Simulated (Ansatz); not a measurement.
Body-centred tetragonal In was calculated with PBEsol+SOC (PAW; Ansatz, a quantum-chemistry and plane-wave program).

Run with plane-wave cutoff 520 eV, 24×24×24 k mesh, Fermi–Dirac smearing 0.05 eV, PAW data made under PBE.

The cell is scaled about its equilibrium volume:

Shape and atoms are relaxed at each volume.

```csv
V (Å³/atom),P (GPa),c (Å),a (Å)
24.486,2.04,4.846,3.179
24.996,0.96,4.886,3.199
25.506,0.00,4.919,3.220
26.016,-0.85,4.951,3.242
26.527,-1.60,4.989,3.261
```

Note: the bulk modulus comes from volumes at which shape and atoms were relaxed.
